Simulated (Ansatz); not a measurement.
Process, species as SMILES: F[C]Cl (closed-shell singlet) + 3 [H][H] (H2) → C (CH4) + Cl (HCl) + F (HF)
B3LYP-D3(BJ)/def2-TZVP geometries, fixed; electronic energies without zero-point terms.

Basis-set convergence of the energy of full hydrogenation at CCSD(T) with Ansatz (an electronic-structure program). Cartesian d functions, on some or all atoms, in 6-31G*, 6-31+G*; all else is spherical. Cores are frozen. A restricted Hartree-Fock determinant is unstable towards unrestricted orbitals. No added dispersion term, no relativity. Functions are those of the species that has most. Reference: Hartree-Fock in aug-cc-pV(Q+d)Z plus the correlation part extrapolated as X^-3 from aug-cc-pV(T+d)Z and aug-cc-pV(Q+d)Z, -126.23 kcal/mol, itself unsure by roughly 0.14 kcal/mol (a third of the extrapolation step and of the last Hartree-Fock step). Deviations are taken from unrounded values. Cost is core time over that of cc-pV(T+d)Z, rough, on shared machines of one kind; a dash marks a row that isn't timed (too short, read off another run, short of memory, by another algorithm or on other hardware).

| basis | functions | energy of full hydrogenation (kcal/mol) | minus reference (kcal/mol) | cost |
|---|---|---|---|---|
| 6-31G* | 49 | -106.04 | 20.19 | 0.3× |
| 6-31+G* | 61 | -110.97 | 15.27 | 0.3× |
| cc-pV(T+d)Z | 99 | -124.54 | 1.70 | 1× |
| def2-TZVPD | 123 | -121.48 | 4.76 | 1× |
| cc-pV(Q+d)Z | 175 | -125.91 | 0.32 | 5× |
| def2-QZVPP | 184 | -126.36 | -0.13 | 5× |
| def2-QZVPPD | 208 | -126.45 | -0.22 | 8× |
| aug-cc-pV(Q+d)Z | 264 | -126.07 | 0.17 | - |
| pcseg-4 | 345 | -126.40 | -0.17 | - |
